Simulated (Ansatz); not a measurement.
# C6H12 (methylcyclopentane): levels of theory compared

Wanted: a comparison of 6 runs (PBE0/6-31G*, revPBE/6-31G*, wB97X/6-31G*, B3LYP/6-31G*, MP2/6-31G*, CCSD/6-31G*) of C6H12 (methylcyclopentane). 

Program for the calculation: Ansatz 0.2.0.

19 further runs of the same task are left out: 1 that didn't finish, 18 set aside as unsound or not needed.

### Step 1. Starting point

C6H12 has 18 atoms, charge 0, and is taken as a singlet. As SMILES, `CC1CCCC1`. The C1–H9 distance was set to 1.968 Å, away from the relaxed value. At this shape a bond of the SMILES string is far longer than usual.

Some bond lengths: C1–C2 1.514 Å, C2–C3 1.526 Å, C3–C4 1.532 Å, C4–C5 1.547 Å, C2–C6 1.526 Å, C5–C6 1.532 Å, C1–H7 1.095 Å, C1–H8 1.093 Å, C2–H10 1.099 Å, C3–H11 1.097 Å, C3–H12 1.093 Å, C4–H13 1.093 Å, C4–H14 1.092 Å, C5–H15 1.093 Å, C5–H16 1.092 Å, C6–H17 1.093 Å. Some angles: C1–C2–C3 114.7°, C1–C2–C6 114.6°, C3–C2–C6 101.9°, C2–C3–C4 104.7°, C3–C4–C5 105.6°, C4–C5–C6 105.6°, C2–C6–C5 104.8°, C1–C2–H10 109.0°, C3–C2–H10 108.1°, C6–C2–H10 108.1°.

### Step 2. The energy at PBE0/6-31G(d) (spherical functions) (run 1)

File input.yaml:

```yaml
crystal:
  periodic: [false, false, false]
  atoms:
    - {symbol: C, position_ang: [1.097984, -1.446312, -0.594500]}
    - {symbol: C, position_ang: [0.545764, -0.037322, -0.535320]}
    - {symbol: C, position_ang: [0.295164, 0.605888, -1.896420]}
    - {symbol: C, position_ang: [-0.597876, 1.813478, -1.595770]}
    - {symbol: C, position_ang: [-1.336016, 1.467278, -0.280890]}
    - {symbol: C, position_ang: [-0.824386, 0.081468, 0.126700]}
    - {symbol: H, position_ang: [0.415084, -2.103392, -1.142460]}
    - {symbol: H, position_ang: [2.066384, -1.476792, -1.100810]}
    - {symbol: H, position_ang: [1.340610, -2.203190, 1.205640]}
    - {symbol: H, position_ang: [1.249684, 0.599508, 0.018810]}
    - {symbol: H, position_ang: [-0.237316, -0.114062, -2.529590]}
    - {symbol: H, position_ang: [1.216044, 0.874068, -2.420150]}
    - {symbol: H, position_ang: [0.011114, 2.711118, -1.462680]}
    - {symbol: H, position_ang: [-1.287606, 2.024818, -2.415230]}
    - {symbol: H, position_ang: [-1.099196, 2.202908, 0.491700]}
    - {symbol: H, position_ang: [-2.421186, 1.480748, -0.399880]}
    - {symbol: H, position_ang: [-0.790706, -0.060962, 1.209650]}
    - {symbol: H, position_ang: [-1.476766, -0.700492, -0.280160]}
basis:
  gaussian: {orbitals: 6-31G_st_-spherical.json}
hamiltonian: {xc: pbe0}
accuracy: high
output: {orbitals: {seedname: orbitals}}
```

The basis set 6-31G* is read from a file made from the Basis Set Exchange's data (not shown).

On the command line:

```
$ ansatz run input.yaml --threads 1 --pin off --max-ram 3480MiB --events-out events.jsonl --progress --plain --runs-dir runs
```

Output:

```text
Warning: RAYON_NUM_THREADS=1 ignored (pool sized by the plan → 1); use --threads N
Functional definition: PBE0
  name "PBE0"
  parameter a = 0.25
  parameter kappa = 0.804
  parameter beta = 0.06672455060314922
  exchange = (1 - a)*pbe_x(kappa = kappa, mu = beta*pi^2/3) + a*exact_x
  correlation = pbe_c(beta = beta)
2871 factors; integrals over basis functions are off by at most 3.2e-9 eV
mean field evaluation 1: about -6397.2135 eV, gradient 5.8e1 eV
mean field evaluation 2: about -6388.8305 eV, gradient 7.8e1 eV
mean field evaluation 4: about -6406.4412 eV, gradient 4.8e0 eV
mean field evaluation 8: about -6406.9322 eV, gradient 4.3e-1 eV
mean field evaluation 16: about -6406.9326 eV, gradient 7.7e-5 eV
mean field -6406.93263883 eV, -235.4504317020 hartree, gradient 4.6e-8 eV, S^2 0.000000; 0 other end points of the search recorded, 0 dependent functions left out
reference -6406.93264099 eV, -235.4504317816 hartree; 24, 24 occupied and 84, 84 virtual orbitals, 2871 factors
Total energy: -6406.93264099 eV, -235.4504317816 hartree
```

Wall time 17 s (1 thread of Arm Neoverse V1, shared host); peak memory 0.48 GiB.

### Step 3. A single-point energy at revPBE/6-31G(d) (spherical functions) (run 2)

File molecule.yaml:

```yaml
crystal:
  periodic: [false, false, false]
  atoms:
    - {symbol: C, position_ang: [1.097984, -1.446312, -0.594500]}
    - {symbol: C, position_ang: [0.545764, -0.037322, -0.535320]}
    - {symbol: C, position_ang: [0.295164, 0.605888, -1.896420]}
    - {symbol: C, position_ang: [-0.597876, 1.813478, -1.595770]}
    - {symbol: C, position_ang: [-1.336016, 1.467278, -0.280890]}
    - {symbol: C, position_ang: [-0.824386, 0.081468, 0.126700]}
    - {symbol: H, position_ang: [0.415084, -2.103392, -1.142460]}
    - {symbol: H, position_ang: [2.066384, -1.476792, -1.100810]}
    - {symbol: H, position_ang: [1.340610, -2.203190, 1.205640]}
    - {symbol: H, position_ang: [1.249684, 0.599508, 0.018810]}
    - {symbol: H, position_ang: [-0.237316, -0.114062, -2.529590]}
    - {symbol: H, position_ang: [1.216044, 0.874068, -2.420150]}
    - {symbol: H, position_ang: [0.011114, 2.711118, -1.462680]}
    - {symbol: H, position_ang: [-1.287606, 2.024818, -2.415230]}
    - {symbol: H, position_ang: [-1.099196, 2.202908, 0.491700]}
    - {symbol: H, position_ang: [-2.421186, 1.480748, -0.399880]}
    - {symbol: H, position_ang: [-0.790706, -0.060962, 1.209650]}
    - {symbol: H, position_ang: [-1.476766, -0.700492, -0.280160]}
basis:
  gaussian:
    orbitals: 6-31G_st_-spherical.json
hamiltonian:
  xc: {name: revPBE}
accuracy: high
output: {orbitals: {seedname: orbitals}}
```

The basis set 6-31G* is read from a file made from the Basis Set Exchange's data (not shown).

On the command line:

```
$ ansatz run molecule.yaml --threads 1 --pin off --max-ram 3480MiB --events-out events.jsonl --progress --plain --runs-dir runs
```

Output:

```text
Warning: RAYON_NUM_THREADS=1 ignored (pool sized by the plan → 1); use --threads N
Functional definition: revPBE
  name "revPBE"
  parameter kappa = 1.245
[... 1 set-up line as earlier in the session ...]
  exchange = pbe_x(kappa = kappa, mu = beta*pi^2/3)
[... 1 set-up line as earlier in the session ...]
2871 factors; integrals over basis functions are off by at most 3.2e-9 eV
mean field evaluation 1: about -6397.7541 eV, gradient 7.3e1 eV
mean field evaluation 2: about -6367.7134 eV, gradient 1.2e2 eV
mean field evaluation 4: about -6412.7759 eV, gradient 8.0e0 eV
mean field evaluation 8: about -6412.8979 eV, gradient 1.6e-1 eV
mean field evaluation 16: about -6412.8980 eV, gradient 4.0e-5 eV
mean field -6412.89800016 eV, -235.6696546874 hartree, gradient 1.3e-8 eV, S^2 0.000000; 0 other end points of the search recorded, 0 dependent functions left out
reference -6412.89800382 eV, -235.6696548220 hartree; 24, 24 occupied and 84, 84 virtual orbitals, 2871 factors
Total energy: -6412.89800382 eV, -235.6696548220 hartree
```

It took 14 s on 1 thread of Arm Neoverse V1, shared host; peak memory 0.38 GiB.

Run 3 isn't shown in full; the table further down has it.

### Step 4. A single-point energy at B3LYP/6-31G(d) (Cartesian functions) (run 4)

File job.yaml:

```yaml
crystal:
  periodic: [false, false, false]
  atoms:
    - {symbol: C, position_ang: [1.097984, -1.446312, -0.594500]}
    - {symbol: C, position_ang: [0.545764, -0.037322, -0.535320]}
    - {symbol: C, position_ang: [0.295164, 0.605888, -1.896420]}
    - {symbol: C, position_ang: [-0.597876, 1.813478, -1.595770]}
    - {symbol: C, position_ang: [-1.336016, 1.467278, -0.280890]}
    - {symbol: C, position_ang: [-0.824386, 0.081468, 0.126700]}
    - {symbol: H, position_ang: [0.415084, -2.103392, -1.142460]}
    - {symbol: H, position_ang: [2.066384, -1.476792, -1.100810]}
    - {symbol: H, position_ang: [1.340610, -2.203190, 1.205640]}
    - {symbol: H, position_ang: [1.249684, 0.599508, 0.018810]}
    - {symbol: H, position_ang: [-0.237316, -0.114062, -2.529590]}
    - {symbol: H, position_ang: [1.216044, 0.874068, -2.420150]}
    - {symbol: H, position_ang: [0.011114, 2.711118, -1.462680]}
    - {symbol: H, position_ang: [-1.287606, 2.024818, -2.415230]}
    - {symbol: H, position_ang: [-1.099196, 2.202908, 0.491700]}
    - {symbol: H, position_ang: [-2.421186, 1.480748, -0.399880]}
    - {symbol: H, position_ang: [-0.790706, -0.060962, 1.209650]}
    - {symbol: H, position_ang: [-1.476766, -0.700492, -0.280160]}
basis:
  gaussian:
    orbitals: "6-31G*"
total_charge: 0
hamiltonian:
  xc: {name: B3LYP}
accuracy: high
output:
  orbitals: {seedname: orbitals}
```

On the command line:

```
$ ansatz run job.yaml --threads 1 --pin off --max-ram 3480MiB --events-out events.jsonl --progress --plain --runs-dir runs
```

Output:

```text
Warning: RAYON_NUM_THREADS=1 ignored (pool sized by the plan → 1); use --threads N
Functional definition: B3LYP
  name "B3LYP"
  parameter a0 = 0.2
  parameter ax = 0.72
  parameter ac = 0.81
  exchange = (1 - a0 - ax)*slater_x + ax*b88_x + a0*exact_x
  correlation = (1 - ac)*vwn_rpa_c + ac*lyp_c
2917 factors; integrals over basis functions are off by at most 3.4e-9 eV
mean field evaluation 1: about -6403.2704 eV, gradient 6.6e1 eV
mean field evaluation 2: about -6390.2156 eV, gradient 9.2e1 eV
mean field evaluation 4: about -6414.7536 eV, gradient 5.6e0 eV
mean field evaluation 8: about -6415.0787 eV, gradient 1.0e0 eV
mean field evaluation 16: about -6415.0817 eV, gradient 1.7e-4 eV
mean field -6415.08172949 eV, -235.7499052603 hartree, gradient 4.7e-8 eV, S^2 0.000000; 0 other end points of the search recorded, 0 dependent functions left out
reference -6415.08177222 eV, -235.7499068306 hartree; 24, 24 occupied and 90, 90 virtual orbitals, 2917 factors
Total energy: -6415.08177222 eV, -235.7499068306 hartree
```

It took 18 s on 1 thread of Arm Neoverse V1, shared host; peak memory 0.51 GiB.

Run 5 isn't shown in full; the table further down has it.

### Step 5. A single-point energy at CCSD/6-31G(d) (spherical functions) (run 6)

Edit molecule.yaml of step 3 so:

```diff
@@ -24,5 +24,7 @@
     orbitals: 6-31G_st_-spherical.json
-hamiltonian:
-  xc: {name: revPBE}
+correlation:
+  method: ccsd
+  frozen_orbitals: {C: 1, H: 0}
 accuracy: high
-output: {orbitals: {seedname: orbitals}}
+scf:
+  omitted_lower_state_checks: [cluster_reference, increment]
```

The basis set 6-31G* is read from a file made from the Basis Set Exchange's data (not shown).

On the command line:

```
$ ansatz run molecule.yaml --threads 1 --pin off --max-ram 3480MiB --events-out events.jsonl --progress --plain --runs-dir runs
```

Output, shortened:

```text
Warning: RAYON_NUM_THREADS=1 ignored (pool sized by the plan → 1); use --threads N
Functional definition: HF
  name "HF"
[...]
2871 factors; integrals over basis functions are off by at most 3.2e-9 eV
[...]
mean field -6368.98734578 eV, -234.0559679026 hartree, gradient 7.5e-8 eV, S^2 0.000000; 0 other end points of the search recorded, 0 dependent functions left out; unrestricted orbitals would lower it
6 core orbitals not correlated: weight in the atoms' cores, before any rotation towards them, 1.000 or more for the frozen orbitals, at most 0.000 for the correlated occupied ones
reference -6368.98734578 eV, -234.0559679026 hartree; 18, 18 occupied and 84, 84 virtual orbitals, 2871 factors
second order -21.55815120 eV of doubles, -0.00000000 eV of singles
cycle   1  -22.77116204 eV  change    -1.2e0 eV  update   1.3e-1
[...]
cycle  24  -23.76593521 eV  change   -1.4e-9 eV  update   1.1e-9
Total energy: -6392.75328098 eV, -234.9293499123 hartree
Checks for a lower state left out: cluster_reference, increment
```

Wall time 61 s (1 thread of Arm Neoverse V1, shared host); peak memory 1.1 GiB.

### Step 6. All runs side by side

```csv
run,level,Cartesian functions,frozen core orbitals,energy (Eh),HOMO energy (eV),LUMO energy (eV),HOMO–LUMO gap (eV),wall time
1,PBE0/6-31G* (spherical functions),no,–,-235.450432,-7.29,-1.04,6.25,17 s
2,revPBE/6-31G* (spherical functions),no,–,-235.669655,-6.16,-1.95,4.20,14 s
3,wB97X/6-31G* (spherical functions),no,–,-235.679053,-9.60,1.14,10.75,59 s
4,B3LYP/6-31G* (Cartesian functions),yes,–,-235.749907,-7.08,-1.28,5.80,18 s
5,MP2/6-31G* (spherical functions),no,6,-234.848215,–,–,–,8.7 s
6,CCSD/6-31G* (spherical functions),no,6,-234.929350,–,–,–,61 s
```

### Step 7. Summary of results

| quantity | value |
| --- | --- |
| run 6: total energy | -234.92935 Eh |
| run 6: correlation energy (6 core orbitals frozen) | -873.4 mEh |
| run 6: T1 diagnostic | 0.014 |

**Reading.** Over runs 1, 2, 3, 4 the HOMO–LUMO gap runs from 4.20 eV (revPBE/6-31G*) to 10.75 eV (wB97X/6-31G*). Totals of different functionals can't be ranked against each other. In runs 5, 6 the log says that unrestricted orbitals would lower the reference, so the values rest on an unstable closed-shell determinant (other closed-shell runs at this shape may share the fault). In runs 1, 2, 3, 4, 5, 6 a closed-shell determinant meets a far-stretched bond, which it describes badly. All runs together took 3 min, the longest 61 s.
